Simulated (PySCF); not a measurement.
formaldehyde (CH₂O), SMILES C=O. Atoms are numbered in the order given.

```xyz
4

C      0.0000     0.0000    -0.5246
O      0.0000     0.0000     0.6712
H      0.0000     0.9404    -1.1112
H      0.0000    -0.9404    -1.1112
```
Charge 0, spin multiplicity 1.

The structure is a stationary point at PBE0-D3(BJ)/def2-TZVPD.

Level of theory: PBE/pcJ-1 (PySCF).

Isotropic couplings with Fermi-contact, spin-dipole and both spin-orbit terms, one fixed conformer, no vibrational averaging. Isotopes: 13C, 1H.

Computed spin–spin coupling constants:
```tsv
pair	bonds apart	J (Hz)
C1–H3	1	164.2
C1–H4	1	164.2
H3–H4	2	41.7
```
